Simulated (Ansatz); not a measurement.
# C5H11N: vertical ionisation energy

An exercise on one series of results from a longer session: the logs are not shown, and one member is left open.

Computed with Ansatz 0.2.0, Gaussian basis. Level: unrestricted cation, the program's frozen cores in correlated methods.

The runs, in order: UKS PBE-D4/def2-TZVPP; UKS r2SCAN-D4/def2-TZVPP; UKS PBE0-D4/def2-TZVPP; UKS B3LYP-D4/def2-TZVPP; UKS wB97X-V/def2-TZVPP; UKS wB97M-V/def2-TZVPP; UKS B2PLYP/def2-TZVPP; UHF-CCSD(T)/def2-TZVPP; UHF-MP2/def2-QZVPP; extrapolation to the limit; then −ε(HOMO) from the neutral's earlier runs with LDA (SPW92), PBE-D4, revPBE-D4, BLYP-D4, r2SCAN-D4, B97M-V, PBE0-D4, B3LYP-D4, r2SCANh-D4, r2SCAN0-D4, HSE06-D4, BHLYP-D4, CAM-B3LYP-D4, LC-ωPBE, ωB97X-V, ωB97M-V.

### The geometry

An earlier PBE0-D4 in a triple-zeta def2 set relaxation fixed the geometry.

17 atoms, charge 0, spin multiplicity 1.

Atoms are counted from 1 here; the program's logs count them from 0.

Bond lengths: N1–C2 1.449 Å, N1–H7 1.013 Å, N1–H8 1.014 Å, C2–C3 1.530 Å, C2–C6 1.526 Å, C2–H9 1.098 Å, C3–C4 1.525 Å, C3–H10 1.097 Å, C3–H11 1.093 Å, C4–C5 1.547 Å, C4–H12 1.094 Å, C4–H13 1.092 Å, C5–C6 1.536 Å, C5–H14 1.092 Å, C5–H15 1.092 Å, C6–H16 1.096 Å, C6–H17 1.091 Å. Angles: C2–N1–H7 110.8°, C2–N1–H8 110.0°, H7–N1–H8 106.9°, N1–C2–C3 118.3°, N1–C2–C6 112.2°, N1–C2–H9 107.1°, C3–C2–C6 102.3°, C3–C2–H9 108.0°, C6–C2–H9 108.5°, C2–C3–C4 103.5°, C2–C3–H10 108.5°, C2–C3–H11 113.2°, C4–C3–H10 110.7°, C4–C3–H11 113.5°, H10–C3–H11 107.5°, C3–C4–C5 105.0°, C3–C4–H12 109.6°, C3–C4–H13 112.9° and more.

Geometry (Å):

```xyz
17
charge 0, multiplicity 1
N     0.07701   -1.99978    1.07551
C     0.28353   -0.62813    0.65796
C     0.79765   -0.37157   -0.76026
C     0.56104    1.12138   -0.95970
C    -0.72817    1.43204   -0.16357
C    -1.00742    0.18502    0.68888
H     0.94474   -2.52071    1.04052
H    -0.56999   -2.46069    0.44476
H     0.99530   -0.17899    1.36352
H     0.18996   -0.95710   -1.46188
H     1.84009   -0.66977   -0.90005
H     1.40193    1.68509   -0.54575
H     0.48350    1.40249   -2.01158
H    -1.56575    1.64799   -0.82970
H    -0.59346    2.31823    0.45998
H    -1.80157   -0.41944    0.23509
H    -1.32740    0.41343    1.70648
```

Set-up of the first run:

Input file in.yaml:

```yaml
crystal:
  periodic: [false, false, false]
  atoms:
    - {symbol: N, position_ang: [0.077010, -1.999779, 1.075508]}
    - {symbol: C, position_ang: [0.283528, -0.628129, 0.657957]}
    - {symbol: C, position_ang: [0.797651, -0.371571, -0.760260]}
    - {symbol: C, position_ang: [0.561044, 1.121375, -0.959697]}
    - {symbol: C, position_ang: [-0.728174, 1.432043, -0.163573]}
    - {symbol: C, position_ang: [-1.007418, 0.185018, 0.688881]}
    - {symbol: H, position_ang: [0.944736, -2.520706, 1.040515]}
    - {symbol: H, position_ang: [-0.569986, -2.460688, 0.444763]}
    - {symbol: H, position_ang: [0.995300, -0.178995, 1.363524]}
    - {symbol: H, position_ang: [0.189958, -0.957099, -1.461878]}
    - {symbol: H, position_ang: [1.840089, -0.669765, -0.900053]}
    - {symbol: H, position_ang: [1.401932, 1.685087, -0.545754]}
    - {symbol: H, position_ang: [0.483496, 1.402492, -2.011581]}
    - {symbol: H, position_ang: [-1.565749, 1.647993, -0.829697]}
    - {symbol: H, position_ang: [-0.593456, 2.318234, 0.459976]}
    - {symbol: H, position_ang: [-1.801565, -0.419441, 0.235091]}
    - {symbol: H, position_ang: [-1.327396, 0.413431, 1.706478]}
basis:
  gaussian: {orbitals: def2-TZVPP}
total_charge: 1
magnetization: {spin_polarized: true, initial_magnetization: 1}
hamiltonian: {xc: pbe, dispersion: d4}
```

On the command line:

```console
$ ansatz run in.yaml --threads 2 --pin off --events-out ev --progress --plain --max-ram 32768MiB --backend cuda --devices 0, --max-vram 18GiB
```

Among the steps run: Cation, UKS PBE-D4/def2-TZVPP; Cation, UKS r2SCAN-D4/def2-TZVPP; Cation, UKS PBE0-D4/def2-TZVPP; Cation, UKS B3LYP-D4/def2-TZVPP; Cation, UKS wB97X-V/def2-TZVPP; Cation, UKS wB97M-V/def2-TZVPP; Cation, UKS B2PLYP (frozen core)/def2-TZVPP; Cation, UHF-CCSD(T)/def2-TZVPP; Cation, UHF-MP2/def2-QZVPP.

One table of the session follows, with a row left open; its other results are not shown here.

It belongs to the step «Ionisation energies side by side». For comparison, −ε(HOMO) of the neutral from earlier runs:

| functional | −ε(HOMO) (eV) |
| --- | --- |
| LDA (SPW92) | 5.36 |
| PBE-D4 | 5.23 |
| revPBE-D4 | 5.17 |
| BLYP-D4 | 5.13 |
| r2SCAN-D4 | 5.52 |
| B97M-V | 5.71 |
| PBE0-D4 | 6.68 |
| B3LYP-D4 | 6.46 |
| r2SCANh-D4 | 6.07 |
| r2SCAN0-D4 | 6.89 |
| HSE06-D4 | 6.28 |
| BHLYP-D4 | 8.08 |
| CAM-B3LYP-D4 | 8.13 |
| LC-ωPBE | 9.50 |
| ωB97X-V | ? |
| ωB97M-V | 9.08 |

Q: Estimate the row for ωB97X-V from the others.

**Answer.** −ε(HOMO) (eV): 9.16. In the column «−ε(HOMO) (eV)» it lies between ωB97M-V (9.08) and LC-ωPBE (9.50).
